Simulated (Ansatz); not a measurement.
# An elementary step

Start structure (CH₄FS (charge -1), singlet), relaxed at PBE0-D4/def2-TZVPD:

```json
{"atom": "F1", "x (Å)": "-2.1090", "y (Å)": "-0.7169", "z (Å)": "0.7600"}
{"atom": "C2", "x (Å)": "-0.8074", "y (Å)": "-0.3994", "z (Å)": "0.3254"}
{"atom": "S3", "x (Å)": "2.3023", "y (Å)": "0.3938", "z (Å)": "-0.7246"}
{"atom": "H4", "x (Å)": "-0.8432", "y (Å)": "-0.0710", "z (Å)": "-0.7114"}
{"atom": "H5", "x (Å)": "-0.4022", "y (Å)": "0.3944", "z (Å)": "0.9497"}
{"atom": "H6", "x (Å)": "-0.1785", "y (Å)": "-1.2842", "z (Å)": "0.4064"}
{"atom": "H7", "x (Å)": "2.0380", "y (Å)": "1.6831", "z (Å)": "-1.0055"}
```

The step: [CH₃F ([CH3][F]) + HS]⁻ → [CH₃S ([CH3][S]) + HF]⁻; bonds formed: F1–H7, C2–S3; bonds broken: F1–C2, S3–H7. Computed with Ansatz 0.2.0 (basis: def2-TZVPPD and def2-QZVPPD); correlated methods freeze the cores. Extrapolation: Hartree–Fock as exp(−7.88 √X), correlation as X^−2.97. Energies below are by CCSD(T) at an estimated basis limit (MP2 extrapolated from triple and quadruple zeta, plus CCSD(T) − MP2 in triple zeta).

Q: What are the electronic barrier and the energy of the step, from the start structure to the end structure? (An estimate is asked for; the value comes from the calculation.)

A: The calculation gives: Barrier 0.985 eV; step energy -0.823 eV (downhill); reverse barrier, their difference, 1.808 eV. Barrier and step energy count from the start structure, the reverse barrier from the end structure.

The saddle point: One imaginary mode of 507i cm⁻¹.
| pair | start (Å) | saddle (Å) | end (Å) |
| --- | --- | --- | --- |
| F1–H7 | 5.11 | 4.55 | 1.01 |
| C2–S3 | 3.38 | 2.30 | 1.82 |
| F1–C2 | 1.41 | 1.91 | 3.57 |
| S3–H7 | 1.35 | 1.34 | 1.89 |

Zero-point energy (harmonic, PBE0-D4): ZPE is 1.249 eV at the start and 1.234 eV at the saddle, so the barrier goes from 0.985 to 0.970 eV.

The T1 diagnostic stays at or below 0.020.

Labels in which every atom is bracketed show which atoms are joined, not bond orders.

For scale, one of the runs: CCSD(T)/def2-TZVPPD, 196 basis functions, launched by `ansatz run in.yaml --threads 2 --pin off --events-out ev --progress --plain --max-ram 4352MiB`. The run took 68 s on 2 CPU threads of an Arm Neoverse V1 (shared host), with 2.3 GiB of host memory at its peak.
